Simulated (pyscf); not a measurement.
Structures and frequencies: ωB97X-D3(BJ)/def2-SVP in PySCF.

Problem. H₂Ga–SeH (SMILES [GaH2][SeH]) + H₂Se (SMILES [SeH2]) → HSe–GaH–SeH (SMILES [SeH][GaH][SeH]) + H₂ (SMILES [H][H])
Surface: singlet. Broken: Ga–H, H–Se. Formed: Ga–Se, H–H. Give ΔE‡ and ΔE from ωB97M-D3(BJ)/def2-TZVP, relative to the separated reactants.

Solution. ΔE‡ = 13.8 kcal/mol, ΔE = -19.1 kcal/mol. Zero-point energy shifts the barrier by +0.3 kcal/mol. It is a four-centre exchange, with an imaginary mode of 1251i cm⁻¹. On the reactant side the descent ends in an adduct with a Ga–Se contact, 13.2 kcal/mol under the separated species and 21.8 kcal/mol under the saddle at ωB97X-D3(BJ)/def2-TZVP. What is counted as formed (Ga–Se) is already present as a longer contact in the reactant adduct; forming that adduct is a step of its own. At ωB97X-D3(BJ) the barrier from the zero used here is 8.6 kcal/mol. One saddle was located; it need not be the lowest between these sides. Elements up to Kr have no core potential and no relativistic terms here.
